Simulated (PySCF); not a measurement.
**Telling isomers of C₈H₈O apart by NMR**

Calculated, not measured (PySCF 2.14.0 with density-fitted response routines): PBE0/pcSseg-1 with gauge-including orbitals, structure optimised with GFN2-xTB. No relativistic terms, equivalent nuclei averaged, a single conformation, no solvent model.

Chemical shifts δ = σref − σ; 1H (31.72 ppm) and 13C (186.93 ppm) vs TMS, all at this level. Where no couplings were computed, multiplicities follow the n + 1 count of equivalent neighbours, and m marks all less simple cases (inequivalent or close neighbours, rings, F or P nearby). Shifts are as computed. Against solution values, carbons near 30 ppm lie about +3 ppm off and those near 130 ppm about +5 ppm. Of 1211 compounds with measured shifts, 218 miss one by over three times the rms of a fit or turn the order of signals round; such compounds aren't used in these exercises.

(1) Tabulate the signals of `c1ccc2c(c1)COC2`, `CC(=O)c1ccccc1` and their relative energies.

(2) What is the quickest way to tell c1ccc2c(c1)COC2 from CC(=O)c1ccccc1?

Results:

(1) 
```tsv
SMILES	carbon types	δC	δH	E rel. (kcal/mol)
c1ccc2c(c1)COC2	2×C 4×CH 2×CH2	146.3, 132.5, 126.2, 79.3	7.56 (m, 2H), 7.52 (m, 2H), 5.53 (s, 4H)	11.0
CC(=O)c1ccccc1	2×C 5×CH 1×CH3	200.2, 140.0, 139.0, 135.1, 133.8, 28.7	8.39 (d, 2H), 7.82 (m, 1H), 7.77 (m, 2H), 2.66 (s, 3H)	0.0
```

Energies are electronic energies at PBE0/pcSseg-1 on these geometries, without zero-point or thermal terms, each for the one conformer computed, which needn't be the lowest.

(2) Count the carbon signals: 4 against 6. The first has an sp3 CH2 bonded to O, on an aromatic ring at 79.3 ppm, the second a methyl carbon α to a carbonyl (CH3) at 28.7 ppm. Their most deshielded carbons lie at 146.3 and 200.2 ppm. In the proton spectra the most deshielded non-exchanging signals are 7.56 (m, 2H) and 8.39 (d, 2H).
